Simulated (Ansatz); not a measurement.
## Ansatz (development build ahead of 0.2.0) run

```yaml
crystal:
  periodic: [false, false, false]
  atoms:
    - { symbol: Si, position_ang: [0.0, 0.0, 0.0] }
    - { symbol: Si, position_ang: [0.0, 0.0, 2.1337] }
basis:
  gaussian: { orbitals: def2-SVP }
magnetization:
  initial_magnetization: 2
hamiltonian:
  xc: hf
correlation:
  method: mp2
  frozen_orbitals: { Si: 5 }
scf:
  omitted_lower_state_checks: [stability, starts, atomic_configurations, cluster_reference, orbital_swaps, given_window_search, neighbouring_geometries, increment]
```

The input is written out in the form of the current development build from the run's settings. Correlation on restricted open-shell orbitals is semicanonical, with singles.

Results

- Converged: yes
- Reference energy: -577.54283 hartree
- Correlation energy: -0.15261 hartree
- Total energy: -577.69544 hartree
- Spin squared of the determinant: 2.000
- Occupied orbitals by symmetry in an Abelian subgroup (alpha; beta): 5 Ag 4 B1u 1 B2g 2 B2u 1 B3g 2 B3u; 4 Ag 4 B1u 1 B2g 1 B2u 1 B3g 2 B3u

Messages of the program:
```
mean field -15715.74109706 eV, -577.5428328049 hartree, gradient 3.6e-6 eV, S^2 2.000000; 0 other ends of a descent, 0 dependent functions left out
```

The reference isn't the lowest determinant (another lies 0.51 eV lower), but the same method gives a higher total on the lower determinant.
